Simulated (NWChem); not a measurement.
Species: AlF$_{3}$; SMILES [F][Al]([F])[F]

```xyz
4

Al     0.0000     0.0000     0.0000
F     -0.4630    -1.5733     0.0000
F     -1.1310     1.1876     0.0000
F      1.5940     0.3857     0.0000
```
Atoms are numbered in this order, from 1.

The geometry was optimised at B3LYP/6-31G* (spherical d).

Problem. List the 4 lowest vertical singlet excitations from LRC-wPBEh/6-31G* (spherical d), full TDDFT (NWChem).

Solution. 
```
state  energy (eV)  oscillator strength  leading excitation (squared amplitude)
-----  -----------  -------------------  --------------------------------------
S1            8.24                0.000                      HOMO → LUMO (0.98)
S2            8.67                0.000                    HOMO−1 → LUMO (0.96)
S3            8.67                0.000                    HOMO−2 → LUMO (0.96)
S4            9.06                0.081                    HOMO−3 → LUMO (0.71)
```
